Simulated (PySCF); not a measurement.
Working out the ionisation energy of P

P [Ne] 3s2 3p3 (4S) → P⁺ [Ne] 3s2 3p2 (3P). All numbers are calculated (PySCF 2.14, no relativity, point nucleus, in aug-cc-pV(D+d)Z). Frozen: [Ne]. Energies in hartree (1 hartree = 27.21139 eV):

```tsv
part	P (lower)	P⁺ (upper)
UHF	-340.709958	-340.344823
CCSD correlation	-0.087235	-0.073022
(T)	-0.001697	-0.001143
```

Task: What does Hartree-Fock give?

Result: (-340.344823) − (-340.709958) = 0.365135 hartree = 9.936 eV.

Task: What do CCSD and CCSD(T) give?

Result: The CCSD correlation energies differ by 0.014213 hartree = 0.387 eV and the triples by 0.000554 hartree = 0.015 eV, so CCSD gives 10.323 eV and CCSD(T) 10.338 eV.

Measured between the centres of the two terms (NIST): 10.526 eV, so CCSD(T) (valence) is off by -0.188 eV.

What remains against the reference includes basis incompleteness, the frozen core and higher excitations.
